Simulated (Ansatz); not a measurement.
The input, for Ansatz 0.2.0:

```yaml
crystal:
  periodic: [false, false, false]
  atoms:
    - {symbol: Al, position_ang: [0.000000, 0.000000, 0.000000]}
    - {symbol: C, position_ang: [0.000000, 0.000000, 1.955903]}
basis:
  gaussian: {orbitals: cc-pVDZ}
magnetization: {spin_polarized: false, initial_magnetization: 1}
correlation: {method: fci, electrons: outside_noble_gas}
```

```sh
$ ansatz run in.yaml --threads 1 --pin off --events-out ev --progress --plain --max-ram 2393MiB
```

The program prints:

```
576 factors; integrals over basis functions are off by at most 1.8e-7 eV
mean field evaluation 1: about -7605.1456 eV, gradient 1.5e1 eV
mean field evaluation 2: about -7605.1475 eV, gradient 1.5e1 eV
mean field evaluation 4: about -7606.4615 eV, gradient 2.6e0 eV
mean field evaluation 8: about -7606.6592 eV, gradient 1.4e-1 eV
mean field evaluation 16: about -7606.7014 eV, gradient 4.1e-1 eV
mean field evaluation 32: about -7607.0795 eV, gradient 7.7e-4 eV
mean field evaluation 64: about -7607.0795 eV, gradient 7.2e-5 eV
mean field evaluation 96: about -7607.3178 eV, gradient 1.3e0 eV
mean field evaluation 128: about -7606.9782 eV, gradient 2.2e0 eV
mean field evaluation 160: about -7606.6598 eV, gradient 1.4e-5 eV
mean field -7607.41807958 eV, -279.5674579314 hartree, gradient 1.5e-6 eV, S^2 0.750000; 16 other end points of the search recorded, 0 dependent functions left out
determinant -7607.41807958 eV, -279.5674579314 hartree, with singles and doubles -7611.59444140 eV, -279.7209363974 hartree
determinant -7607.07953955 eV, -279.5550168148 hartree, with singles and doubles -7611.63043030 eV, -279.7222589652 hartree
determinant -7606.65977184 eV, -279.5395906360 hartree, with singles and doubles -7611.86747992 eV, -279.7309703779 hartree
determinant -7607.41807958 eV, -279.5674579314 hartree, with singles and doubles -7611.61219709 eV, -279.7215889070 hartree
determinant -7607.07953955 eV, -279.5550168148 hartree, with singles and doubles -7611.63955025 eV, -279.7225941173 hartree
determinant -7606.65977184 eV, -279.5395906360 hartree, with singles and doubles -7611.88352692 eV, -279.7315600944 hartree
unrestricted determinant -7608.22466811 eV, -279.5970995133 hartree, S^2 2.3866
6 core orbitals not correlated: weight in the atoms' cores, before any rotation towards them, 1.000 or more for the frozen orbitals, at most 0.000 for the correlated occupied ones
reference -7607.41807958 eV, -279.5674579314 hartree; 4, 3 occupied and 22, 23 virtual orbitals, 576 factors
state -7612.40340189 eV, -279.7506651470 hartree
6 core orbitals not correlated: weight in the atoms' cores, before any rotation towards them, 1.000 or more for the frozen orbitals, at most 0.000 for the correlated occupied ones
state -7612.40564599 eV, -279.7507476161 hartree
Total energy: -7612.40564599 eV, -279.7507476161 hartree
```

Ran on 1 thread of Arm Neoverse N1, shared host: 14 min wall, 0.95 GiB peak host memory.
